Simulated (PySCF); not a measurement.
# Calibrating a computed deprotonation enthalpy (ΔH)

Computed at M06-2X/ma-def2-TZVP // PBE0-D3(BJ)/ma-def2-SVP with PySCF (density fitting, grid level 3). The prefix ma- adds one diffuse s and one diffuse p function on all atoms but H. Thermal corrections: PBE0-D3(BJ)/ma-def2-SVP frequencies, unscaled, ideal gas at 298.15 K and 1 bar, quasi-RRHO entropy.

| molecule | computed / kJ/mol | measured / kJ/mol |
| --- | --- | --- |
| hydrogen cyanide, `C#N` (CHN) | 1456 | 1466 |
| hydrogen fluoride, `F` (HF) | 1549 | 1555 |
| `CS(C)=O` (C2H6OS) | 1568 | ? |
| hydrogen peroxide, `OO` (H2O2) | 1572 | 1574 |
| `CCl` (CH3Cl) | 1657 | 1671 |
| `FCF` (CH2F2) | 1663 | 1628 |
| methyl fluoride, `CF` (CH3F) | 1712 | 1711 |

Q: Fit a straight line to the complete rows and predict the measured value of dimethyl sulfoxide, `CS(C)=O` (C2H6OS).

A: measured = 120.4 + 0.9244·computed (6 points, rms 15 kJ/mol, correlation 0.983). At 1568 this gives 1570 kJ/mol; the measured value is 1564 kJ/mol, so the fit is off by 6.

Measured values: NIST Chemistry WebBook, evaluated or the median of agreeing entries.

methylene fluoride: the gap is larger than usual, and may come from another state, site, conformer or species, from the functional or basis, or from an outlying measurement.

(dimethyl sulfoxide) Structures, frequencies and single points took 5.4 min of wall time on 1 thread of Arm Neoverse V2 (shared host), launched as `OMP_NUM_THREADS=1 python redox_run.py task.json out`.
